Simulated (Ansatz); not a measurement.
# triplet BH2SF at 5 levels

We compute a comparison of 5 runs (UHF/STO-3G, U-r2SCAN0/STO-3G, UB3LYP/STO-3G, UPBE/STO-3G, UCCSDT(Q)/STO-3G) of triplet BH2SF. 

The calculation is run with Ansatz 0.2.0.

65 further runs of the same task are left out: 65 set aside as unsound or not needed.

### 1 The system as given

BH2SF has 5 atoms, charge 0, and is taken as a triplet. SMILES of the parent species: `FBS`. Geometry: relaxed at PBE0-D4/def2-TZVP. This is one conformer, not always the lowest. That shape belongs to the parent species and isn't relaxed for this state.

Bond lengths: F1–B2 1.322 Å, B2–S3 1.794 Å, B2–H4 1.194 Å, S3–H5 1.342 Å. Angles: F1–B2–S3 117.9°, F1–B2–H4 119.5°, S3–B2–H4 122.6°, B2–S3–H5 94.9°.

### 2 The energy at UHF/STO-3G (run 1)

The input, in.yaml:

```yaml
basis:
  gaussian: {orbitals: STO-3G}
crystal:
  periodic: [false, false, false]
  atoms:
    - {symbol: F, position_ang: [-1.119100, -0.905900, -1.069200]}
    - {symbol: B, position_ang: [-0.412800, -0.339100, -0.106100]}
    - {symbol: S, position_ang: [0.972400, 0.698600, -0.579400]}
    - {symbol: H, position_ang: [-0.712000, -0.530900, 1.033700]}
    - {symbol: H, position_ang: [1.321400, 1.003700, 0.679600]}
magnetization: {spin_polarized: true, initial_magnetization: 2}
hamiltonian: {xc: hf}
accuracy: high
```

Command:

```bash
$ ansatz run in.yaml --threads 1 --pin off --max-ram 2610MiB --events-out events.jsonl --progress --plain --runs-dir runs
```

Standard output:

```text
Warning: RAYON_NUM_THREADS=1 ignored (pool sized by the plan → 1); use --threads N
Functional definition: HF
  name "HF"
  exchange = exact_x
  correlation = 0
371 factors; integrals over basis functions are off by at most 2.9e-8 eV
mean field evaluation 1: about -14055.7937 eV, gradient 1.3e1 eV
mean field evaluation 2: about -14055.8853 eV, gradient 1.3e1 eV
mean field evaluation 4: about -14057.4947 eV, gradient 1.1e0 eV
mean field evaluation 8: about -14057.5162 eV, gradient 2.1e-2 eV
mean field evaluation 16: about -14055.6443 eV, gradient 6.0e0 eV
mean field evaluation 32: about -14056.4549 eV, gradient 3.1e-1 eV
mean field evaluation 64: about -14056.4925 eV, gradient 4.3e-2 eV
mean field -14057.51616133 eV, -516.6041904022 hartree, gradient 2.1e-8 eV, S^2 2.014225; 0 other end points of the search recorded, 0 dependent functions left out
reference -14057.51616133 eV, -516.6041904022 hartree; 17, 15 occupied and 4, 6 virtual orbitals, 371 factors
Total energy: -14057.51616133 eV, -516.6041904022 hartree
```

Run time: 0.22 s. Hardware: 1 thread of Arm Neoverse V1, shared host.

### 3 A single-point energy at U-r2SCAN0/STO-3G (run 2)

The input, in.yaml:

```yaml
crystal:
  periodic: [false, false, false]
  atoms:
    - symbol: F
      position_ang: [-1.119100, -0.905900, -1.069200]
    - symbol: B
      position_ang: [-0.412800, -0.339100, -0.106100]
    - symbol: S
      position_ang: [0.972400, 0.698600, -0.579400]
    - symbol: H
      position_ang: [-0.712000, -0.530900, 1.033700]
    - symbol: H
      position_ang: [1.321400, 1.003700, 0.679600]
basis:
  gaussian: {orbitals: STO-3G}
hamiltonian: {xc: {name: r2SCAN0}}
accuracy: high
magnetization: {spin_polarized: true, initial_magnetization: 2}
```

Command:

```bash
$ ansatz run in.yaml --threads 1 --pin off --max-ram 2610MiB --events-out events.jsonl --progress --plain --runs-dir runs
```

Standard output:

```text
Warning: RAYON_NUM_THREADS=1 ignored (pool sized by the plan → 1); use --threads N
Functional definition: r2SCAN0
  name "r2SCAN0"
  parameter a = 0.25
  parameter k0 = 0.174
  parameter k1 = 0.065
  parameter a1 = 4.9479
  exchange = (1 - a)*r2scan_x(k0 = k0, k1 = k1, a1 = a1) + a*exact_x
  correlation = r2scan_c
371 factors; integrals over basis functions are off by at most 2.9e-8 eV
mean field evaluation 1: about -14086.3201 eV, gradient 1.1e1 eV
mean field evaluation 2: about -14081.6814 eV, gradient 2.5e1 eV
mean field evaluation 4: about -14087.4180 eV, gradient 2.8e0 eV
mean field evaluation 8: about -14087.5340 eV, gradient 1.8e-1 eV
mean field evaluation 16: about -14087.5343 eV, gradient 2.2e-4 eV
mean field evaluation 32: about -14087.5345 eV, gradient 2.4e0 eV
mean field -14087.59093988 eV, -517.7094181286 hartree, gradient 1.7e-8 eV, S^2 2.003847; 4 other end points of the search recorded, 0 dependent functions left out
reference -14087.59094039 eV, -517.7094181473 hartree; 17, 15 occupied and 4, 6 virtual orbitals, 371 factors
Total energy: -14087.59094039 eV, -517.7094181473 hartree
```

It took 11 s on 1 thread of Arm Neoverse V1, shared host; peak memory 0.23 GiB.

Runs 3 to 4 aren't shown in full; the table further down has their settings and results.

### 4 A single-point energy at UCCSDT(Q)/STO-3G (run 5)

The input, job.yaml:

```yaml
crystal:
  periodic: [false, false, false]
  atoms:
    - {symbol: F, position_ang: [-1.119100, -0.905900, -1.069200]}
    - {symbol: B, position_ang: [-0.412800, -0.339100, -0.106100]}
    - {symbol: S, position_ang: [0.972400, 0.698600, -0.579400]}
    - {symbol: H, position_ang: [-0.712000, -0.530900, 1.033700]}
    - {symbol: H, position_ang: [1.321400, 1.003700, 0.679600]}
basis:
  gaussian: {orbitals: STO-3G}
magnetization: {spin_polarized: true, initial_magnetization: 2}
scf: {omitted_lower_state_checks: [cluster_reference, increment]}
correlation: {method: ccsdt_q, frozen_orbitals: {B: 1, F: 1, H: 0, S: 5}}
accuracy: high
```

Command:

```bash
$ ansatz run job.yaml --threads 1 --pin off --max-ram 2610MiB --events-out events.jsonl --progress --plain --runs-dir runs
```

Standard output:

```text
Warning: RAYON_NUM_THREADS=1 ignored (pool sized by the plan → 1); use --threads N
[... 12 lines left out ...]
7 core orbitals not correlated: weight in the atoms' cores, before any rotation towards them, 1.000 or more for the frozen orbitals, at most 0.000 for the correlated occupied ones
[... 44 lines left out ...]
Total energy: -14060.00335862 eV, -516.6955932167 hartree
Checks for a lower state left out: cluster_reference, increment
```

Wall time 2.3 s (1 thread of Arm Neoverse V1, shared host); peak memory 0.12 GiB.

### 5 All runs side by side

| run | level | frozen core orbitals | energy (Eh) | ⟨S²⟩ | wall time |
| --- | --- | --- | --- | --- | --- |
| 1 | UHF/STO-3G | – | -516.604190 | 2.014 | 0.22 s |
| 2 | U-r2SCAN0/STO-3G | – | -517.709418 | 2.004 | 11 s |
| 3 | UB3LYP/STO-3G | – | -517.761228 | 2.002 | 4.5 s |
| 4 | UPBE/STO-3G | – | -517.446544 | 2.001 | 4.2 s |
| 5 | UCCSDT(Q)/STO-3G | 7 | -516.695593 | 2.014 | 2.3 s |

### 6 What came out

```
                                          quantity          value
                               run 5: total energy  -516.69559 Eh
run 5: correlation energy (7 core orbitals frozen)      -91.4 mEh
          run 5: ⟨S²⟩ of the reference determinant          2.014
                              run 5: T1 diagnostic          0.024
```

In words: Totals of different functionals can't be ranked against each other. In runs 1, 2, 3, 4, 5 the basis is minimal, so the values are rough. All runs together took 22 s, the longest 11 s.
